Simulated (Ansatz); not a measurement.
# C₂H₆O₂: basis-set convergence

An exercise on one series of results from a longer session: the logs are not shown, and one member is left open.

Method: one geometry, several basis sets; program: Ansatz 0.2.0, Gaussian basis.

The runs, in order: PBE0-D4/def2-SVP; ωB97M-V/def2-SVP; PBE0-D4/def2-QZVPP; ωB97M-V/def2-QZVPP; the functionals' def2-TZVPP values are taken from earlier runs.

## Structure used throughout

All runs share one geometry, relaxed beforehand with PBE0-D4 in a triple-zeta def2 set.

SMILES `CC(O)O`, 10 atoms, charge 0, spin multiplicity 1.

Atoms are counted from 1 here; the program's logs count them from 0.

Bond lengths: C1–C2 1.508 Å, C1–H5 1.090 Å, C1–H6 1.091 Å, C1–H7 1.094 Å, C2–O3 1.403 Å, C2–O4 1.402 Å, C2–H8 1.097 Å, O3–H9 0.962 Å, O4–H10 0.964 Å. Angles: C2–C1–H5 110.0°, C2–C1–H6 110.6°, C2–C1–H7 109.8°, H5–C1–H6 109.2°, H5–C1–H7 109.1°, H6–C1–H7 108.1°, C1–C2–O3 107.2°, C1–C2–O4 112.8°, C1–C2–H8 110.8°, O3–C2–O4 111.3°, O3–C2–H8 110.6°, O4–C2–H8 104.1°, C2–O3–H9 107.5°, C2–O4–H10 107.6°.

Set-up of the first run:

The input, in.yaml:

```yaml
crystal:
  periodic: [false, false, false]
  atoms:
    - {symbol: C, position_ang: [-0.477002, 0.980130, -0.151399]}
    - {symbol: C, position_ang: [-0.101207, -0.477318, -0.059470]}
    - {symbol: O, position_ang: [0.154962, -0.755581, 1.291539]}
    - {symbol: O, position_ang: [0.997451, -0.807782, -0.865485]}
    - {symbol: H, position_ang: [-0.674555, 1.250055, -1.189064]}
    - {symbol: H, position_ang: [-1.364664, 1.185558, 0.448202]}
    - {symbol: H, position_ang: [0.341148, 1.597944, 0.230041]}
    - {symbol: H, position_ang: [-0.911486, -1.112986, -0.438068]}
    - {symbol: H, position_ang: [0.393788, -1.685303, 1.355018]}
    - {symbol: H, position_ang: [1.724666, -0.225916, -0.618512]}
basis:
  gaussian: {orbitals: def2-SVP}
hamiltonian: {xc: pbe0, dispersion: d4}
output: {orbitals: {seedname: orbitals}}
```

Among the steps run: PBE0-D4 in def2-SVP; ωB97M-V in def2-SVP; PBE0-D4 in def2-QZVPP; ωB97M-V in def2-QZVPP.

One of the session's tables, all rows but one given; the rest of the session is left out.

It belongs to the step «Density functionals: the series». 

| functional | basis | HOMO (eV) | LUMO (eV) |
| --- | --- | --- | --- |
| PBE0-D4 | def2-SVP | ? | ? |
| PBE0-D4 | def2-TZVPP | -8.13 | 1.09 |
| PBE0-D4 | def2-QZVPP | -8.19 | 0.63 |
| ωB97M-V | def2-SVP | -10.34 | 3.47 |
| ωB97M-V | def2-TZVPP | -10.61 | 2.49 |
| ωB97M-V | def2-QZVPP | -10.67 | 1.79 |

Estimate the missing values for PBE0-D4, def2-SVP.

As computed: HOMO (eV): -7.87; LUMO (eV): 1.84. In the column «HOMO (eV)» it is the highest.
